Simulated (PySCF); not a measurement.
Compound: ClH₅Si₂.
Bonds: Si1–Si2, Si2–Cl3. Hydrogens: H4, H5, H6 on Si1; H7, H8 on Si2.

The calculation used PySCF, TDDFT CAM-B3LYP/def2-SVPD, vertical, gas phase, core orbitals frozen in the response. Geometry: GFN2-xTB; no solvent, vibrations or thermal averaging.

Computed states:

| state | E (eV) | f |
| --- | --- | --- |
| S1 | 6.64 | 0.013 |
| S2 | 7.20 | 0.0021 |
| S3 | 7.40 | 0.023 |
| S4 | 7.79 | 0.066 |
| S5 | 8.00 | 0.189 |
| S6 | 8.29 | 0.052 |
| S7 | 8.33 | 0.017 |
| S8 | 8.50 | 0.092 |

Each state is given a Gaussian of 0.25 eV full width at half maximum, with ε(max) = 2.175×10⁸ f / Δν̃ (Δν̃ the width in cm⁻¹). The cross-section is σ = 3.8235×10⁻²¹ ε cm², given in Mb (10⁻¹⁸ cm²). The width is an assumption, not a result. The curve ends short of the highest state used, and states not computed would add to its high-energy end.

(1) Give the broadened spectrum and its maxima.

(2) On this curve, what absorbance would a 10⁻⁴ mol/L sample give at 193 nm over a 1 cm path?

(3) Coming from long wavelengths, where does ε first pass 100 L mol⁻¹ cm⁻¹?

## Answers

(1) 
λ (nm), σ (Mb) and a bar:
```
    157.0      65.11 ##############################
    158.4      46.37 #####################
    159.8      32.25 ###############
    161.2      19.49 #########
    162.6       9.65 ####
    164.0       5.78 ###
    165.4       6.84 ###
    166.8       9.04 ####
    168.3       9.11 ####
    169.7       6.80 ###
    171.1       4.03 ##
    172.5       2.09 #
    173.9       1.03 
    175.3       0.48 
    176.7       0.21 
    178.1       0.12 
    179.5       0.24 
    180.9       0.71 
    182.4       1.77 #
    183.8       3.21 #
    185.2       4.59 ##
    186.6       5.21 ##
    188.0       4.74 ##
    189.4       3.49 ##
    190.8       2.10 #
    192.2       1.04 
    193.6       0.43 
    195.0       0.15 
    196.5       0.04 
    197.9       0.01
```

Maxima: 187 nm (6.64 eV), ε about 1400, made up of S1 (100%); 168 nm (7.40 eV), ε about 2500, made up of S3 (98%) (ε in L mol⁻¹ cm⁻¹; maxima over ε = 5, shares over 10%). At its high-energy end, 7.90 eV, the curve is still rising (ε about 17000, from S4 and S5).

(2) 193 nm is 6.424 eV, where ε is about 170 L mol⁻¹ cm⁻¹, so A = ε c l ≈ 0.017 (Beer–Lambert, with the gas-phase spectrum and the assumed width).

(3) At about 194 nm (6.40 eV), 0.24 eV below S1.
